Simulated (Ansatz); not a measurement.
Debugging a scan of the bond length of AlCl (the Ansatz DFT code, driven from Python).

The script, `scan_alcl.py`:
```python
"""Potential curve of AlCl along one bond."""

import ansatz as az
import matplotlib.pyplot as plt
import numpy as np

geometry_ang = [
    ("Al", [0.0, 0.0, 0.0]),
    ("Cl", [0.0, 0.0, 2.165]),
]
geometry = az.Crystal.molecule()
for symbol, xyz in geometry_ang:
    geometry = geometry.atom(symbol, xyz)

symbols = [site.symbol for site in geometry.cartesian_sites]
start = np.array([site.position_ang for site in geometry.cartesian_sites])
axis = (start[1] - start[0]) / np.linalg.norm(start[1] - start[0])
moving = [1]
lengths, energies = [1.84, 1.99, 2.16, 2.38, 2.71, 3.25, 3.9, 4.76], []
for length in lengths:
    xyz = start.copy()
    xyz[moving] += (length - np.linalg.norm(start[1] - start[0])) * axis
    point = az.Crystal.molecule()
    for symbol, place in zip(symbols, xyz):
        point = point.atom(symbol, place.tolist())
    calc = (
        point.calculation()
        .basis(gaussian="def2-SVP")
        .correlation("CCSD(T)")
        .charge(0.5)
    )
    rep = calc.run().report
    energies.append(rep["free_energy_ev"])
    print(f"r = {length:6.3f} A  E = {energies[-1]:.5f} eV  <S^2> = {abs(rep['mean_field']['state']['spin_squared']):.3f}")

print("energy above the lowest point (eV):", [round(e - min(energies), 3) for e in energies])
plt.figure(figsize=(4.5, 3))
plt.plot(lengths, np.array(energies) - min(energies), "o-")
plt.xlabel("bond length (A)")
plt.ylabel("E - E(min) (eV)")
plt.tight_layout()
plt.savefig("scan.png", dpi=100)
```

```console
$ python scan_alcl.py
Traceback (most recent call last):
  File "scan_alcl.py", line 32, in <module>
    rep = calc.run().report
          ~~~~~~~~^^
  ...
ansatz.RefusalError: invalid value for `total_charge`: a molecule in open space takes a whole number
```
(Library frames cut from the traceback.)

What is wrong, and how is it mended?

The fault: a molecule's charge must be whole. The change:

```diff
--- before
+++ after
@@ -29,3 +29,2 @@
         .correlation("CCSD(T)")
-        .charge(0.5)
     )
```

With that change:

Output of `python scan_alcl.py`:
```text
r =  1.840 A  E = -19086.65670 eV  <S^2> = 0.000
r =  1.990 A  E = -19087.47011 eV  <S^2> = 0.000
r =  2.160 A  E = -19087.65186 eV  <S^2> = 0.000
r =  2.380 A  E = -19087.33119 eV  <S^2> = 0.000
r =  2.710 A  E = -19086.46402 eV  <S^2> = 0.000
r =  3.250 A  E = -19085.07857 eV  <S^2> = 0.000
r =  3.900 A  E = -19083.87067 eV  <S^2> = 0.000
r =  4.760 A  E = -19083.07035 eV  <S^2> = 0.000
energy above the lowest point (eV): [0.995, 0.182, 0.0, 0.321, 1.188, 2.573, 3.781, 4.582]
```

Total energies depend on the basis set; only differences at equal settings carry meaning. The basis set is modest, and single-reference methods fail as a bond breaks. The orbitals are restricted, so S² is zero by construction. Toward dissociation an unrestricted state can lie under the restricted one, by tenths of an eV for polar bonds under a functional and by 1 to 2 eV or more for others. S² is that of the Hartree-Fock reference. The spin state was assumed, and another may lie lower. It ran for 3.4 s on 1 thread of Arm Neoverse V1, on a shared host, peak memory 0.19 GiB.
